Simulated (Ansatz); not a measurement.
Density of states of Ca (P6_3/mmc, a = 3.854 Å, b = 3.854 Å, c = 6.340 Å, α = 90.00°, β = 90.00°, γ = 120.00°), in states per eV and primitive cell, averaged over bins of 0.3 eV. Method: DFT PBEsol, scalar-relativistic, plane waves, PAW in Ansatz.

Plane waves to 420 eV, a k mesh through Γ of 12×12×8 on the computed 2-atom cell and Gaussian smearing (0.10 eV); no spin polarisation.

The cell is relaxed at this level. The states (both spins) are summed by tetrahedra on a 18×18×12 mesh at the self-consistent density. Energies are bin centres; the table starts no lower than −8 eV and ends at 6 eV, or lower where the solved bands end.

It is a metal at this level.

```csv
E − E_F (eV),total,Ca 4s
-4.00,0.15,0.15
-3.70,0.31,0.30
-3.40,0.41,0.40
-3.10,0.51,0.50
-2.80,0.61,0.59
-2.50,0.71,0.68
-2.20,0.81,0.77
-1.90,0.93,0.87
-1.60,1.08,0.98
-1.30,1.33,1.14
-1.00,1.51,1.20
-0.70,1.69,1.16
-0.40,1.76,0.94
-0.10,1.76,0.44
0.20,4.67,0.18
0.50,3.95,0.06
0.80,2.08,0.05
1.10,2.16,0.06
1.40,4.25,0.05
1.70,5.61,0.14
```

The columns after the total are the Löwdin projections on the occupied valence shells of the potentials. The rest of the total lies in shells that are empty in the free atom, which aren't projected, and between the atoms.

This form isn't the element's structure at ambient conditions.

Cost: 1 run of about 0.36 core-minutes, on Arm Neoverse V2 (shared hosts).